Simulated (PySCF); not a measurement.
## Electric field gradients and quadrupole coupling constants

Species: C4H7OP.
Geometry (GFN2-xTB, Å), atoms numbered from 1 in this order:
```
atom  x, y, z in Å
C1     2.8851    0.3264    0.0354
C2     1.5002   -0.0545    0.1604
C3     0.3378   -0.3443    0.2849
P4    -1.3335   -0.8971    0.3826
C5    -2.3376    0.5022   -0.2114
O6    -1.6008   -2.1700   -0.2865
H7     3.4500   -0.0572    0.8843
H8     3.2999   -0.0886   -0.8823
H9     2.9742    1.4120    0.0093
H10   -1.5532   -0.9218    1.7588
H11   -2.0980    1.4168    0.3215
H12   -2.1402    0.6264   -1.2758
H13   -3.3883    0.2502   -0.0774
```

Field gradients from the PBE0/pcSseg-1 density (PySCF, non-relativistic), principal values in atomic units, ordered |Vxx| ≤ |Vyy| ≤ |Vzz|:

| atom | Vxx | Vyy | Vzz |
| --- | --- | --- | --- |
| O6 | -0.3891 | -0.4895 | 0.8786 |

Problem. Find the asymmetry η = (Vxx − Vyy)/Vzz and the couplings χ = eQV/h (234.96 MHz × Q in barn × V in au), with Q(17O) = −0.0256 b.

Solution. 
```
atom        environment  nucleus     η  χzz (MHz)  χxx (MHz)  χyy (MHz)
  O6  phosphoryl oxygen      17O  0.11      -5.28       2.34       2.94
```

The tensor is traceless: Vxx + Vyy + Vzz = 0.

Problem. What is Vzz at O6 in SI units (1 au = 9.71736 × 10²¹ V/m²)?

Solution. 0.8786 au = 8.537 × 10²¹ V/m².

Problem. And the gradient at the other heavy atoms, for which no coupling is worked out here?

Solution. 
```json
{"atom": "C1", "environment": "propargylic carbon", "Vzz (au)": "0.138", "η": "0.03"}
{"atom": "C2", "environment": "alkyne carbon", "Vzz (au)": "-0.359", "η": "0.03"}
{"atom": "C3", "environment": "alkyne carbon", "Vzz (au)": "-0.223", "η": "0.02"}
{"atom": "P4", "environment": "phosphoryl phosphorus", "Vzz (au)": "0.475", "η": "0.96"}
{"atom": "C5", "environment": "sp3 carbon bound to phosphorus", "Vzz (au)": "0.057", "η": "0.19"}
```

Problem. What couplings would deuterons (Q(2H) = 0.00286 b) have in place of the hydrogens, at this geometry?

Solution. 
```json
{"atom": "H7", "bonded to": "C1", "bond length (Å)": "1.089", "Vzz (au)": "0.3077", "η": "0.03", "χzz (kHz)": "207"}
{"atom": "H8", "bonded to": "C1", "bond length (Å)": "1.089", "Vzz (au)": "0.3076", "η": "0.03", "χzz (kHz)": "207"}
{"atom": "H9", "bonded to": "C1", "bond length (Å)": "1.090", "Vzz (au)": "0.3078", "η": "0.03", "χzz (kHz)": "207"}
{"atom": "H10", "bonded to": "P4", "bond length (Å)": "1.394", "Vzz (au)": "0.1871", "η": "0.02", "χzz (kHz)": "126"}
{"atom": "H11", "bonded to": "C5", "bond length (Å)": "1.085", "Vzz (au)": "0.3201", "η": "0.01", "χzz (kHz)": "215"}
{"atom": "H12", "bonded to": "C5", "bond length (Å)": "1.090", "Vzz (au)": "0.3108", "η": "0.02", "χzz (kHz)": "209"}
{"atom": "H13", "bonded to": "C5", "bond length (Å)": "1.089", "Vzz (au)": "0.3127", "η": "0.02", "χzz (kHz)": "210"}
```

Isolated species at its GFN2-xTB geometry, gas phase. GFN2-xTB frequencies show an imaginary mode (34i cm⁻¹), so this geometry is no minimum at that level. GFN2-xTB bond lengths can be off by several hundredths of an ångström, more for odd bonds, and the gradients follow them. The small basis limits the accuracy of the gradients.
